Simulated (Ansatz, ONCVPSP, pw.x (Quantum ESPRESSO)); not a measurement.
**From atom to crystal: ONCV potential for Zr (Z = 40)**

| Item | Value |
| --- | --- |
| Element | Zr (Z = 40) |
| Generator | ONCVPSP 4.0.1.1 (patched build) |
| Type | optimised norm-conserving Vanderbilt (ONCV) |
| Functional | PBEsol |
| Relativity | scalar-relativistic |
| Frozen core | [Kr] |
| Valence charge | 4 |
| Reference configuration | 4d2 5s2 |
| Partial waves | 5s: rc 3.45 bohr, ncon 4, nbas 8, qcut 2.3 1/bohr, 3 projectors, debl 2.7 Ha; p scattering state at 0.1 Ha: rc 2.85 bohr, ncon 5, nbas 9, qcut 2.6 1/bohr, 2 projectors, debl 4 Ha; 4d: rc 2.55 bohr, ncon 3, nbas 8, qcut 6.8 1/bohr, 2 projectors, debl 2.9 Ha |
| Local potential | polynomial inside 1.95 bohr (lpopt 5, dvloc0 -1 Ha) |
| Core correction | Teter function, fcfact 5.75, rcfact 1.1 |

In the p channel the program set the typed energies aside and used 0.050, 4.050 Ha.

Crystal test: diamond Zr in pw.x 7.5, no spin, 8³ k-points, Fermi–Dirac smearing 0.01 Ry, cutoffs 50/200 Ry. The reference is all-electron LAPW (Ansatz 0.2.0) with the same functional, mesh and smearing; V0 and B0 come from Birch–Murnaghan fits to the pressures at five volumes. Errors are pseudo minus all-electron; Δ is the rms difference of the E(V) curves that follow from these fits, minima aligned, over ±6 % about the mean V0. Mesh and smearing are coarse, so the numbers serve the comparison and aren't converged zero-temperature values; the lattice is a test structure that the element need not adopt.

All-electron: a0 = 6.153 Å (V0 = 29.13 Å³/atom), B0 = 36.7 GPa.

Question: How far does the potential miss the all-electron equation of state?

Answer: mean pressure error (GPa): -3.06. The pressure does not cross zero within the volumes sampled, so no fit is given. The largest radius (3.45 bohr) exceeds half the bond length (2.52 bohr), so the spheres overlap, which is one possible source of error among others. This is a poor potential for the solid. The atomic tests give no hint of an error of this size, and its cause was not traced.

```csv
V (Å³/atom),P all-electron (GPa),P pseudo (GPa)
27.656,2.03,-2.13
28.384,0.98,-2.55
29.112,0.02,-2.97
29.840,-0.86,-3.39
30.568,-1.66,-3.77
```

Question: At the middle volume, how do free energy and pressure move when the wave cutoff is lowered (ecutrho kept at four times it)?

Answer:

```tsv
cutoff (Ry)	shift of F (meV/atom)	shift of P (GPa)
22	+177.6	-3.93
30	+22.9	-0.26
40	+5.2	+0.23
```

Input at the middle volume:

```
&control
  calculation='scf', prefix='x', pseudo_dir='./', outdir='./tmp', tstress=.true., disk_io='none'
/
&system
  ibrav=0, nat=2, ntyp=1, ecutwfc=50, ecutrho=200, nbnd=11,
  occupations='smearing', smearing='fd', degauss=0.01
/
&electrons
  conv_thr=1e-09, mixing_beta=0.4, electron_maxstep=70
/
ATOMIC_SPECIES
Zr 1.0 Zr.UPF
CELL_PARAMETERS angstrom
  0.00000000 3.07626691 3.07626691
  3.07626691 0.00000000 3.07626691
  3.07626691 3.07626691 0.00000000
ATOMIC_POSITIONS crystal
Zr 0.0000 0.0000 0.0000
Zr 0.2500 0.2500 0.2500
K_POINTS automatic
8 8 8 0 0 0
```

```bash
pw.x < Zr.scf.in > Zr.scf.out
```

Lines of the output:

```
Message from routine setup:
     using ibrav=0 with symmetry is DISCOURAGED, use correct ibrav instead
     lattice parameter (alat)  =       8.2213  a.u.
     unit-cell volume          =     392.9150 (a.u.)^3
     number of electrons       =         8.00
     number of Kohn-Sham states=           11
     kinetic-energy cutoff     =      50.0000  Ry
     charge density cutoff     =     200.0000  Ry
     scf convergence threshold =      1.0E-09
     Exchange-correlation= PBESOL
     number of k points=    29  Fermi-Dirac smearing, width (Ry)=  0.0100
     iteration #  1     ecut=    50.00 Ry     beta= 0.40
     total energy              =     -13.67102103 Ry
     estimated scf accuracy    <       0.03818806 Ry
     iteration #  2     ecut=    50.00 Ry     beta= 0.40
     total energy              =     -13.67443377 Ry
     estimated scf accuracy    <       0.00274742 Ry
     iteration #  3     ecut=    50.00 Ry     beta= 0.40
     c_bands:  3 eigenvalues not converged
     total energy              =     -13.67609303 Ry
     estimated scf accuracy    <       0.00032553 Ry
     iteration #  4     ecut=    50.00 Ry     beta= 0.40
     c_bands:  2 eigenvalues not converged
     total energy              =     -13.67614056 Ry
     estimated scf accuracy    <       0.00031100 Ry
     iteration #  5     ecut=    50.00 Ry     beta= 0.40
     total energy              =     -13.67619076 Ry
     estimated scf accuracy    <       0.00000046 Ry
     iteration #  6     ecut=    50.00 Ry     beta= 0.40
     c_bands:  1 eigenvalues not converged
     total energy              =     -13.67619673 Ry
     estimated scf accuracy    <       0.00000018 Ry
     iteration #  7     ecut=    50.00 Ry     beta= 0.40
     total energy              =     -13.67619675 Ry
     estimated scf accuracy    <       0.00000001 Ry
     iteration #  8     ecut=    50.00 Ry     beta= 0.40
     the Fermi energy is     5.3250 ev
!    total energy              =     -13.67619676 Ry
     estimated scf accuracy    <          2.8E-10 Ry
     smearing contrib. (-TS)   =      -0.01990454 Ry
     The total energy is F=E-TS. E is the sum of the following terms:
     one-electron contribution =       6.97781567 Ry
     hartree contribution      =       0.67497580 Ry
     xc contribution           =      -6.48295395 Ry
     ewald contribution        =     -14.82612974 Ry
     convergence has been achieved in   8 iterations
          total   stress  (Ry/bohr**3)                   (kbar)     P=      -29.74
     Message from routine punch:
     Nothing written, as per user request (disk_io='none')
```

The run at the middle volume (29 k-points, 8 iterations) took about 15 s on one core of a shared host (Neoverse-V1, 32 threads, 247 GiB, load 36).
